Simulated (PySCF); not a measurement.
A PySCF script (with the pyscf-properties extension) for the NMR shieldings of `InChI=1S/C3H3NS/c1-2-5-3-4-1/h1-3H`, on a PBE0-D3(BJ)/def2-TZVP geometry:

```python
import basis_set_exchange as bse
import numpy as np
from pyscf import gto, dft
from pyscf.prop import nmr

atoms = """
C     0.603096    0.928060    0.493779
C     1.052172   -0.316911    0.812580
S    -0.230193   -1.433149    0.688061
C    -1.274028   -0.154750    0.219286
N    -0.715717    1.013649    0.158551
H     1.211446    1.822651    0.491449
H     2.044542   -0.621385    1.105170
H    -2.316547   -0.339686   -0.002952
"""
names = dict.fromkeys(["C", "S", "N", "H"], "pcSseg-2")
basis = {el: gto.basis.parse(bse.get_basis(n, elements=[el], fmt="nwchem")) for el, n in names.items()}
mol = gto.M(atom=atoms, basis=basis, charge=0, verbose=0)
mf = dft.RKS(mol, xc="PBE0")
mf.grids.level = 2
mf.grids.alignment = dft.numint.BLKSIZE   # the property module wants whole blocks of grid points
mf.conv_tol = 1e-9
mf.kernel()

calc = nmr.RKS(mf)   # GIAO
C = mf.mo_coeff
Co = C[:, mf.mo_occ > 0]
resp = mf.gen_response(singlet=True, hermi=2)
def vind(x):   # induced exchange potential for any number of trial vectors
    d = np.einsum("pi,xij,qj->xpq", C, 2 * x.reshape(-1, C.shape[1], Co.shape[1]), Co, optimize=True)
    return np.einsum("xpq,pi,qj->xij", resp(d - d.transpose(0, 2, 1)), C, Co, optimize=True).ravel()
mo1, _ = nmr.rhf.solve_mo1(calc, with_cphf=vind)
sigma = calc.kernel(mo1)
for i, s in enumerate(sigma):   # ppm
    print("%2d %-2s %9.2f" % (i, mol.atom_pure_symbol(i), np.trace(s) / 3))
```

**Question.** What are the results?

**Answer.** 
```
 0 C      32.42
 1 C      58.74
 2 S     225.34
 3 C      23.63
 4 N    -105.02
 5 H      23.24
 6 H      24.08
 7 H      22.69
```

These numbers come from an equivalent density-fitted implementation of the same equations, which agrees with the script to about 0.01 ppm for H and up to a few tenths of a ppm for heavy atoms, so last digits may differ.

**Question.** Turn these shieldings into chemical shifts. Referencing at the same level of theory: ¹³C (σref 186.03), ¹H (σref 31.52) vs TMS; CS2 for ³³S (σref 512.98); ¹⁵N (σref 263.78) vs NH3.

**Answer.** Averaging equivalent atoms: C 3: 162.4; C 0: 153.6; C 1: 127.3; S 2: 288; N 4: 368.8; H 7: 8.83; H 5: 8.29; H 6: 7.44 ppm. Experimental scales use liquid or dissolved standards, which lie at an offset from isolated NH3 (liquid NH3: subtract about 20 ppm). Unscaled 15N shifts of sp2 nitrogen come out 20 to 40 ppm too high even then.

Size and cost of the density-fitted run: 229 basis functions, 21 s wall time on 1 thread of an Arm Neoverse V1, shared host; peak memory 1.1 GiB.
